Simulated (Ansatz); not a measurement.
**PH (SMILES [PH]): where methods fail along a bond**

PH: 2 atoms, total charge 0, spin state triplet. SMILES: `[PH]`. The shape is that of a PBE0-D4/def2-TZVP optimisation.

```xyz
2

P     0.0000    0.0000   -0.0146
H     0.0000    0.0000    1.4137
```

The P1–H2 distance is scanned; the parts on either side stay rigid. Basis cc-pVDZ, 5 core orbitals frozen in the correlated methods; program Ansatz 0.2.0. FCI is exact within this basis and core. Energies in eV from each method's value at 1.428 Å; open shells run as named. The shape above is that at 1.428 Å.

| distance (Å) | UPBE | UB3LYP | U-r2SCAN0 | U-wB97M-V | FCI |
| --- | --- | --- | --- | --- | --- |
| 1.399 | 0.03 | 0.02 | 0.01 | 0.02 | 0.02 |
| 1.428 | 0.00 | 0.00 | 0.00 | 0.00 | 0.00 |
| 1.749 | 0.50 | 0.56 | 0.64 | 0.61 | 0.56 |
| 1.785 | 0.61 | 0.67 | 0.76 | 0.73 | 0.66 |
| 2.099 | 1.56 | 1.66 | 1.79 | 1.78 | 1.55 |
| 2.142 | 1.69 | 1.79 | 1.92 | 1.92 | 1.66 |
| 2.798 | 2.88 | 2.93 | 2.84 | 3.00 | 2.59 |
| 2.857 | 2.92 | 2.97 | 2.87 | 3.03 | 2.62 |
| 3.498 | 3.11 | 3.18 | 3.06 | 3.19 | 2.76 |
| 3.571 | 3.12 | 3.19 | 3.07 | 3.19 | 2.77 |

Departure from the FCI curve at its largest: UPBE +0.35 eV at 3.57 Å; UB3LYP +0.42 eV at 3.57 Å; U-r2SCAN0 +0.31 eV at 3.57 Å; U-wB97M-V +0.42 eV at 3.50 Å. For the functionals part of the departure is owed to the small basis.
